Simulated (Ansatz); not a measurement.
## SnH₃⁻, triplet: the ladder up to UCCSDT(Q)

Geometry: a PBE0/def2-TZVPD stationary point for this spin, not checked as a minimum.

```xyz
4

Sn    0.0000   -0.0123    0.0000
H     0.0000   -0.1535   -1.9014
H     0.0000    1.7590    0.0000
H     0.0000   -0.1535    1.9014
```

Basis def2-SVPD with its core potentials; Ansatz 0.2.0. Correlated methods freeze the noble-gas cores and the filled d shells of p-block atoms, which leaves 8 electrons in 47 orbitals. Prefix R: restricted or restricted open-shell reference; prefix U: unrestricted. Active spaces: valence = (8e, 7o) chosen from the atoms' valence shells. No spin–orbit coupling is included; scalar relativity enters through the core potentials alone.

Full CI isn't at hand for all of this; UCCSDT(Q) serves as the reference, and is uncertain by the last step of the cluster series or more. The frozen core follows each run's orbitals, which can shift R against U totals by a few meV for light atoms and by up to 0.1 eV past Ca.

- UHF ⟨S²⟩: 2.041
- T1 diagnostic (RCCSD): 0.0298
- largest doubles amplitude (RCCSD): 0.066
- T1 diagnostic (UCCSD): 0.0205

```
   level  E − E(UCCSDT(Q)) (mEh)  wall time
     UHF                  131.84          –
    UMP2                   33.96          –
   UCCSD                    4.44          –
UCCSD(T)                    1.09        6 s
  UCCSDT                    0.11          –
```

Run but not shown, since their state, orbitals or frozen core can't be matched to the reference's or they repeat it: RHF, RMP2, RCCSD, RCCSD(T), BCCD(T), RCCSDT, RCCSDT(Q), CASSCF (valence space), NEVPT2 (valence space), MRCISD (valence space), MRCISD+Q (valence space).

Times hold each run's SCF and search for its determinant on a shared host, so for small cases they say little of a method's own cost; they ran on 1 thread of Arm Neoverse V1. Some runs computed forces too.

Natural occupations of CASSCF (valence space) about the gap: 1.992 1.972 1.967 1.003 1.000 0.034 0.032; effectively unpaired electrons, Σ n²(2−n)², 2.02.
